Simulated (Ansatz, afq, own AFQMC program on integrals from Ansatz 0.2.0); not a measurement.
Two steps: Ansatz 0.2.0 writes the Fock matrix and Cholesky factors of the valence space, and afq projects on them the lowest state that overlaps trial and start.

```yaml
crystal:
  periodic: [false, false, false]
  atoms:
    - {symbol: B, position_ang: [0.000000, 0.000000, 0.081940]}
    - {symbol: H, position_ang: [0.000000, 0.000000, -1.343060]}
    - {symbol: H, position_ang: [0.000000, 0.000000, 1.261121]}
basis:
  gaussian: {orbitals: cc-pVDZ}
total_charge: 1
magnetization: {spin_polarized: false}
correlation: {method: ccsd_t, electrons: outside_noble_gas, hamiltonian_folder: ham}
```

```sh
$ ansatz run in.yaml --threads 1 --pin off --events-out ev --progress --plain --max-ram 16896MiB --backend cuda --devices 0, --max-vram 18GiB
```

afq runs on the folder ham with

```
--method phaseless --trial hf --walkers 4000 --populations 20 --least-time 40 --time-step 0.005 --steps-per-block 20 --equilibration-blocks 112 --max-blocks 4000 --target-error 0.0006000 --factor-cut 1e-05 --seed 4165 --taylor-order 6
```

Times are imaginary, in 1/Eh. The walk had a cap of 49 s. With eight or more populations the least sampling time is a fifth of least-time, and the error comes from their spread.

afq prints:

```
orbitals 23  electrons 2 2  factors 157 of 219
reference energy -25.44893091 Eh
CCSD correlation -0.07696923 Eh in 9 cycles, weight of the determinant in the CISD state 0.9530
energy of the start -25.448931 Eh
 block  time / (1/Eh)  mean weight  energy / Eh
     1     0.100  1.0002  -25.462463
     2     0.200  1.0006  -25.473117
     3     0.300  1.0006  -25.482102
     4     0.400  1.0004  -25.488856
     5     0.500  1.0002  -25.494494
     7     0.700  1.0002  -25.502953
     9     0.900  1.0002  -25.508610
    11     1.100  1.0000  -25.512869
    21     2.100  0.9998  -25.521441
    31     3.100  1.0001  -25.525660
    41     4.100  1.0002  -25.525116
    51     5.100  1.0001  -25.526429
    61     6.100  1.0002  -25.528420
    71     7.100  1.0000  -25.527695
    81     8.100  1.0000  -25.526816
    91     9.100  1.0000  -25.524782
   101    10.100  1.0001  -25.528014
   111    11.100  1.0001  -25.533336
   121    12.100  1.0001  -25.528739
   131    13.100  1.0001  -25.528702
   141    14.100  0.9999  -25.529878
   151    15.100  0.9998  -25.531982
   161    16.100  1.0001  -25.529040
   171    17.100  1.0002  -25.529353
   181    18.100  1.0000  -25.529366
   191    19.100  1.0000  -25.527785
   196    19.600  1.0001  -25.534954
   201    20.100  0.9998  -25.532074
error from the spread of 20 populations
energy -25.529744 +/- 0.000592 Eh
(rows thinned)
```

The run passed its tests (sampling time, drift between the halves within three errors, error under three times the target), which doesn't prove that it has relaxed.

Against this walk (error 16.1 meV) on the same determinant: CCSD(T) 82.3 meV higher, CCSDT(Q) 73.0 meV higher, full CI 72.7 meV higher, a separate phaseless walk with a CISD trial and standard settings 73.6 ± 16.1 meV higher. The error is statistical and leaves out the bias of the constraint. The walk lies 73 meV below full CI: a phaseless energy isn't variational.

Cautions: constraint bias not in the error.

The walk took 8.9 s on 1 × NVIDIA H100 80GB HBM3 with 2 threads of AMD EPYC 7R13 Processor (Zen 3), on a shared host (the card was shared). The log's last line is the phaseless energy.

CCSDT and higher add their correlation energy to the determinant of the CCSD(T) run, since their own runs factorise the integrals more tightly (a shift of under 2 meV). A walk keeps the symmetry of its determinant, which the program's search chose and which needn't be the lowest solution, so a lower state of the same spin and another symmetry isn't excluded.
